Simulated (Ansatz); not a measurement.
Task: a composite energy at a relaxed geometry of CH5B, SMILES BC, with Ansatz 0.2.0 through its Python package. Give the script and its output. Level of theory (for the species named): r2SCAN, def2-SVP basis, multiplicity 1, D3BJ dispersion.

| atom | x (Å) | y (Å) | z (Å) |
| --- | --- | --- | --- |
| B | -0.2114 | -0.9100 | 0.0454 |
| C | 0.1819 | 0.6525 | -0.0334 |
| H | 0.4065 | -1.6614 | 0.5393 |
| H | -1.2159 | -1.1927 | -0.4390 |
| H | 0.3226 | 1.0389 | 0.9794 |
| H | 1.1433 | 0.7519 | -0.5878 |
| H | -0.5658 | 1.2527 | -0.5495 |

`composite.py`
```python
"""A composite energy for CH5B: DFT geometry, MP2 basis limit, coupled-cluster correction."""

import itertools

import ansatz as az
from ase.data import atomic_numbers, covalent_radii
import numpy as np


def main() -> None:
    molecule = (
        az.Crystal.molecule()
        .atom("B", [-0.2114, -0.91, 0.0454])
        .atom("C", [0.1819, 0.6525, -0.0334])
        .atom("H", [0.4065, -1.6614, 0.5393])
        .atom("H", [-1.2159, -1.1927, -0.439])
        .atom("H", [0.3226, 1.0389, 0.9794])
        .atom("H", [1.1433, 0.7519, -0.5878])
        .atom("H", [-0.5658, 1.2527, -0.5495])
    )

    calc = (
        molecule.calculation()
        .basis(gaussian="def2-SVP")
        .functional("r2scan", dispersion="d3bj")
    )
    symbols = [site.symbol for site in molecule.cartesian_sites]
    start = np.array([site.position_ang for site in molecule.cartesian_sites], dtype=float)
    data = calc.relax(force_tolerance=0.01, max_steps=100).run().report
    end = np.array(data["positions_ang"])
    # pairs closer than 1.2 times the sum of covalent radii, before or after
    radius = [covalent_radii[atomic_numbers[s]] for s in symbols]
    span = lambda where, i, j: np.linalg.norm(where[i] - where[j])
    bonded = [(i, j) for i, j in itertools.combinations(range(len(symbols)), 2) if min(span(start, i, j), span(end, i, j)) < 1.2 * (radius[i] + radius[j])]
    print("pair        before    after (A)")
    for i, j in bonded:
        print(f"{symbols[i]}{i}-{symbols[j]}{j}".ljust(10), f"{span(start, i, j):8.4f} {span(end, i, j):8.4f}")

    minimum = az.Crystal.molecule()
    for symbol, place in zip(symbols, end):
        minimum = minimum.atom(symbol, place.tolist())
    at_minimum = minimum.calculation()
    # MP2 extrapolated to the basis limit, plus the small-basis difference CCSD(T) - MP2
    level = lambda method, basis: at_minimum.basis(gaussian=basis).correlation(method).run().report
    small, large, cluster = level("mp2", "cc-pVDZ"), level("mp2", "cc-pVTZ"), level("ccsd_t", "cc-pVDZ")
    corr = lambda each: (each["free_energy_ev"] - each["reference_energy_ev"]) / 27.211386246
    mp2_limit = (27 * corr(large) - 8 * corr(small)) / 19
    pieces = {"HF / cc-pVTZ": large["reference_energy_ev"] / 27.211386246, "MP2 correlation, DZ-TZ limit": mp2_limit, "CCSD(T) - MP2 / cc-pVDZ": corr(cluster) - corr(small)}
    for name, value in pieces.items():
        print(f"{name:32s} {value:14.6f} Ha")
    print(f"{'sum':32s} {sum(pieces.values()):14.6f} Ha")
    print("T1 diagnostic", round(cluster["correlation"]["coupled_cluster"]["t1_diagnostic"], 4))


if __name__ == "__main__":
    main()
```

`python composite.py` gives:
```text
DeckWarning: the engine holds no damping parameters fitted to this dispersion correction and functional, so the run takes those fitted to r2scan beside the three-body term, which d3bj leaves out (hamiltonian.dispersion, under Limitations)
pair        before    after (A)
B0-C1        1.6132   1.5524
B0-H2        1.0910   1.2111
B0-H3        1.1505   1.2112
C1-H4        1.0931   1.1002
C1-H5        1.1142   1.1135
C1-H6        1.0889   1.1001
HF / cc-pVTZ                         -65.465487 Ha
MP2 correlation, DZ-TZ limit          -0.310980 Ha
CCSD(T) - MP2 / cc-pVDZ               -0.043011 Ha
sum                                  -65.819478 Ha
T1 diagnostic 0.0079
```
(Warnings from the package without file and line.)

Total energies depend on the basis set; only differences at equal settings carry meaning. The sum leaves out core correlation, relativity, the Hartree-Fock basis error and zero-point energy; a DZ-TZ extrapolation is rough. Inner cores stay frozen, so this is valence correlation. An extrapolation from small basis sets is rough. A dispersion term here runs with damping parameters fitted for another variant or functional. Run time: 16 s on 1 thread of Arm Neoverse V2 (shared host), peak memory 0.24 GiB.
